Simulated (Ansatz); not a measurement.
Ansatz (an electronic-structure program) input for dimethylamine (C2H7N), SMILES CNC, PBE/def2-SVPD. Coordinates come from a B3LYP-D3(BJ)/def2-TZVP optimisation.

Ansatz 0.2 input:
```yaml
crystal:
  periodic: [false, false, false]
  atoms:
    - {symbol: C, position_ang: [0.02005238, -0.22226345, 1.21213252]}
    - {symbol: N, position_ang: [-0.14698537, 0.56195426, 0.00000000]}
    - {symbol: C, position_ang: [0.02005238, -0.22226345, -1.21213252]}
    - {symbol: H, position_ang: [0.97907930, -0.76424351, 1.26491348]}
    - {symbol: H, position_ang: [-0.77968163, -0.96416037, 1.27714578]}
    - {symbol: H, position_ang: [-0.05691811, 0.42633019, 2.08566155]}
    - {symbol: H, position_ang: [0.50330986, 1.33762903, 0.00000000]}
    - {symbol: H, position_ang: [0.97907930, -0.76424350, -1.26491348]}
    - {symbol: H, position_ang: [-0.05691812, 0.42633018, -2.08566155]}
    - {symbol: H, position_ang: [-0.77968163, -0.96416037, -1.27714578]}
basis:
  gaussian:
    orbitals: def2-SVPD
hamiltonian:
  xc: {name: PBE}
```

Log of the run:

```
Functional definition: PBE
integrals: 0.03 GiB planned
961 factors; their error is unknown
mean field: 0.32 GiB planned
mean field evaluation 1: about -3661.1158 eV, gradient 6.2e1 eV
mean field evaluation 2: about -3638.5632 eV, gradient 1.1e2 eV
mean field evaluation 4: about -3670.3825 eV, gradient 8.0e0 eV
mean field evaluation 8: about -3670.5087 eV, gradient 4.7e-2 eV
mean field evaluation 16: about -3670.4527 eV, gradient 5.2e-5 eV
mean field -3670.45273861 eV, -134.8866502216 hartree, gradient 3.9e-5 eV, S^2 0.000000; 0 other end points of the search recorded, 0 dependent functions left out
reference -3670.45277427 eV, -134.8866515320 hartree; 13, 13 occupied and 103, 103 virtual orbitals, 961 factors
Total energy: -3670.45277427 eV, -134.8866515320 hartree
```

Self-consistency was reached.

Cost: around 2.4 core-seconds (rough).
